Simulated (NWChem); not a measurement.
Molecule: SiH₃, doublet; SMILES [SiH3]

Computed with NWChem. Spin-unrestricted. In the optimisation the excess spin sits in a (C3, its own frame). The geometry was optimised at PBE0-D3(BJ)/def2-TZVP, spin-unrestricted. No stability test was run on the SCF state. Principal shifts from the free-electron g value, in parts per thousand; spin-orbit coupling by linear response on scalar ZORA.

Task: Predict the results for BP86/x2c-SVPall, ZORA. Quantities: Δg1 (ppt); Δg2 (ppt); Δg3 (ppt); isotropic Δg (ppt).

Result: 
```yaml
"Δg1 (ppt)": -0.06
"Δg2 (ppt)": 2.38
"Δg3 (ppt)": 2.38
isotropic Δg (ppt): 1.57
```
